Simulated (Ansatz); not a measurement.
# O2 (singlet): the correlation ladder at distance O1–O2 = 1.326 Å, 6-31G

One table from this session's results is given with a row withheld; the runs are named, their logs left out.

Computed with Ansatz 0.2.0, Gaussian basis. Level: 6-31G, core rule «outside noble gas», up to 2 orbitals frozen.

Plan: UHF; CCSD(T) on RHF; CCSD(T) on UHF; BCCD(T) on RHF; CISD; CCSDT(Q) on RHF; CCSDT(Q) on UHF; CISDTQ; CCSDTQ on RHF; CCSDTQ on UHF; CASSCF and MRCISD+Q, 2 electrons in 2 orbitals; CASSCF and NEVPT2, 2 electrons in 2 orbitals; CASSCF and MRCISD+Q, 12 electrons in 8 orbitals; CASSCF and NEVPT2, 12 electrons in 8 orbitals; Full CI.

43 further runs of the same task are left out: 10 for a known fault of the program, 26 that didn't finish, 7 set aside as unsound or not needed.

**The system**

The geometry derives from a PBE0/def2-TZVP stationary point (not a proven minimum). One bond is set to the value named and the two fragments are kept rigid.

2 atoms, charge 0, spin multiplicity 1.

Atoms are counted from 1 here; the program's logs count them from 0.

Bond lengths: O1–O2 1.326 Å.

The first run:

Input file in.yaml:

```yaml
crystal:
  periodic: [false, false, false]
  atoms:
    - {symbol: O, position_ang: [0.000000, 0.000000, 0.000000]}
    - {symbol: O, position_ang: [0.000000, 0.000000, 1.326000]}
basis:
  gaussian: {orbitals: 6-31G}
magnetization: {spin_polarized: true, initial_magnetization: 0}
hamiltonian: {xc: hf}
output: {orbitals: {seedname: orbitals}}
```

Command:

```
$ ansatz run in.yaml --threads 1 --pin off --events-out ev --progress --plain --max-ram 2393MiB
```

Steps of the session up to this table: UHF; CCSD(T) on RHF; CCSD(T) on UHF; BCCD(T) on RHF; CISD; CCSDT(Q) on RHF; CCSDT(Q) on UHF; CISDTQ; CCSDTQ on RHF; CCSDTQ on UHF; CASSCF and MRCISD+Q, 2 electrons in 2 orbitals; CASSCF and NEVPT2, 2 electrons in 2 orbitals; CASSCF and MRCISD+Q, 12 electrons in 8 orbitals; CASSCF and NEVPT2, 12 electrons in 8 orbitals; Full CI.

One of the session's tables, all rows but one given; the rest of the session is left out.

| method | from FCI (kcal/mol) |
| --- | --- |
| RHF | +197.22 |
| RMP2 | +1.97 |
| CISD | ? |
| RCCSD | +14.21 |
| RCCSD(T) | +6.27 |
| BCCD(T) | +6.44 |
| RCCSDT | +4.54 |
| CISDTQ | +3.59 |
| RCCSDT(Q) | -0.55 |
| RCCSDTQ | +0.47 |
| CASSCF valence | +86.89 |
| NEVPT2 valence | +16.77 |
| MRCISD valence | +4.57 |
| MRCISD+Q valence | +1.26 |
| FCI | 0 |

Q: Estimate the row for CISD from the others.

As computed: from FCI (kcal/mol): +29.37. In the column «from FCI (kcal/mol)» it lies between NEVPT2 valence (+16.77) and CASSCF valence (+86.89).

Left out of the table: CASSCF pair, NEVPT2 pair, MRCISD pair, MRCISD+Q pair (the active space lost an orbital or holds another state than full CI finds).

Limits of these values: The report flags that the cluster equations may have other roots. Left out of the table: UHF, UMP2, UCCSD, UCCSD(T), UCCSDT, UCCSDT(Q), UCCSDTQ (another determinant or state than the rows shown). The program flags RCCSD(T), BCCD(T), RCCSDT(Q), RCCSDTQ as in doubt, so those rows may rest on another solution; read them beside their warnings. RCCSDT(Q) falls below full CI, which methods that aren't variational can do.
